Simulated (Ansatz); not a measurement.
A nudged elastic band was laid between two geometries of C₂H₅NO (9 atoms, charge 0, multiplicity 1).

Level of theory: RKS B3LYP-D4/def2-SVP (Ansatz).

* movable images: 5
* climbing image: yes
* spring: 5.0 eV/Å²
* optimiser: quadratic models (default)
* start path: IDPP
* force threshold: 0.05 eV/Å
* iteration limit: 60
* end points: relaxed

First end point:

```xyz
9
Properties=species:S:1:pos:R:3
N -0.927 0.940 -0.380
C 0.238 0.393 0.202
C 0.395 -1.044 0.423
O 1.156 -0.380 -0.587
H -1.356 0.296 -1.044
H -0.722 1.808 -0.874
H 0.732 1.090 0.893
H 0.960 -1.419 1.288
H -0.387 -1.729 0.062
```

Last end point:

```xyz
9
Properties=species:S:1:pos:R:3
N -0.577 1.013 -0.805
C 0.362 0.388 0.058
C 0.307 -1.017 0.516
O 1.186 -0.588 -0.532
H -1.174 0.339 -1.283
H -1.162 1.682 -0.308
H 0.883 1.121 0.693
H 0.796 -1.336 1.447
H -0.534 -1.649 0.197
```

Task: What changes between the two ends?

Result: No bond is made or broken. The height of N1 over the plane of its neighbours goes from -0.36 to 0.34 Å.

Task: Give the energies along the band, and the barrier.

Result: The forces met the threshold. The highest image is number 3 of 0 to 6, 4.1 kcal/mol above the first end and 0.9 kcal/mol above the last; the last end lies 3.2 kcal/mol above the first. A vibrational analysis at the climbing image gives one clearly imaginary mode, 452i cm⁻¹: a first-order saddle point.

| image | path coordinate (Å) | energy (kcal/mol) | height of N1 over the plane of its neighbours (Å) |
| --- | --- | --- | --- |
| 0 | 0.00 | 0.0 | -0.36 |
| 1 | 0.19 | 0.8 | -0.26 |
| 2 | 0.39 | 2.9 | -0.09 |
| 3 | 0.58 | 4.1 | 0.11 |
| 4 | 0.92 | 3.7 | 0.30 |
| 5 | 1.27 | 3.4 | 0.32 |
| 6 | 1.61 | 3.2 | 0.34 |

Task: What is the geometry of the highest image?

Result: 
```xyz
9
Properties=species:S:1:pos:R:3
N -0.711 0.893 -0.692
C 0.299 0.374 0.118
C 0.372 -1.048 0.463
O 1.301 -0.494 -0.458
H -1.535 0.348 -0.898
H -0.774 1.889 -0.834
H 0.738 1.102 0.815
H 0.773 -1.373 1.435
H -0.374 -1.737 0.036
```

Task: What are the harmonic wavenumbers there?

Result: 452i, 183, 428, 501, 767, 844, 932, 1050, 1107, 1141, 1159, 1244, 1323, 1450, 1540, 1605, 3043, 3103, 3128, 3626, 3746 cm⁻¹.

Time of the run: 2.8 min on 1 thread of Arm Neoverse V1 (shared host), peak memory 0.15 GiB.
